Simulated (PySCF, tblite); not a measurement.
# C₅H₈F radical: geometry, infrared bands and EPR parameters

Wanted: the infrared bands and EPR parameters of C₅H₈F radical (`FC[C@@H]1[CH]CC1`), by calculation.

Programs: tblite 0.8.0 and PySCF 2.14.0, with density-fitted response routines of our own. Each step states its level of theory. These are calculated values for one molecule in the gas phase, unless marked as measured. Atoms count from 0, in the outputs and in this text.

**1. The starting structure**

14 atoms, charge 0, multiplicity 2; geometry from: force field or distance geometry start.

Bonds of the start (Å): F0–C1 1.36, C1–C2 1.52, C2–C3 1.47, C3–C4 1.45, C4–C5 1.52, C5–C2 1.55, C1–H6 1.09, C1–H7 1.10, C2–H8 1.09, C3–H9 1.09, C4–H10 1.10, C4–H11 1.09, C5–H12 1.09, C5–H13 1.09.

**2. Geometry optimisation with GFN2-xTB**

What the job is given:

```
{"job": {"kind": "relax", "xc": "GFN2-xTB", "basis": "xTB"}, "charge": 0, "multiplicity": 2}
F      2.386900     1.027000    -0.209700
C      1.641900    -0.088100    -0.462400
C      0.473200    -0.098300     0.502300
C     -0.539300    -1.132000     0.224000
C     -1.508000    -0.186900    -0.300900
C     -0.638600     0.947300     0.230200
H      1.345300    -0.070200    -1.508400
H      2.303300    -0.951900    -0.281200
H      0.802500    -0.106600     1.545000
H     -0.753500    -2.007000     0.846100
H     -1.588600    -0.231300    -1.400300
H     -2.507000    -0.256000     0.137600
H     -0.395100     1.732800    -0.481800
H     -1.023500     1.420800     1.137400
```

On the command line:

```bash
OMP_NUM_THREADS=1 python probes_run.py task.json out
```

This one command runs all jobs of the session in turn.

**Question.** This job is followed by: GFN2-xTB harmonic vibrations, gas phase; UKS B3LYP, pcH-1 on C F H, non-relativistic, mean-field spin-orbit, GIAO. Predict these results of the whole session: strongest single infrared mode (GFN2-xTB); zero-point energy (GFN2-xTB); g(iso) (B3LYP); ⟨S²⟩; largest a(iso); potential on the surface of density 0.002 e/bohr³, 1st and 99th percentile.

As calculated:

| quantity | value |
| --- | --- |
| strongest single infrared mode (GFN2-xTB) | 1025 cm⁻¹, 79 km/mol |
| zero-point energy (GFN2-xTB) | 71.6 kcal/mol |
| g(iso) (B3LYP) | 2.00264 |
| ⟨S²⟩ | 0.754 (exact 0.75) |
| largest a(iso) | 1H on H11, 122.8 MHz |
| potential on the surface of density 0.002 e/bohr³, 1st and 99th percentile | -1.14 V and 0.81 V |

The optimisation took 69 steps and gained 0.170 eV; among the close pairs (by a distance rule), C3–C4 changed most, from 1.452 to 1.481 Å. No mode is imaginary among the 36: a minimum at this level. The strongest single mode, at 1025 cm⁻¹, is spread over many atoms; the largest shares are those of C1, F0. GFN2-xTB is a fitted tight-binding method: band positions and strengths are rough. Its intensities can rank the bands wrongly. Most of the unpaired spin sits on C3 (1.01 e). The isotropic g lies 0.3 ppt above the free-electron value. These values are for one conformer; the search (at its own cheap level) found 1 more, at 0.50 kcal/mol, and measured spectra average over such forms.
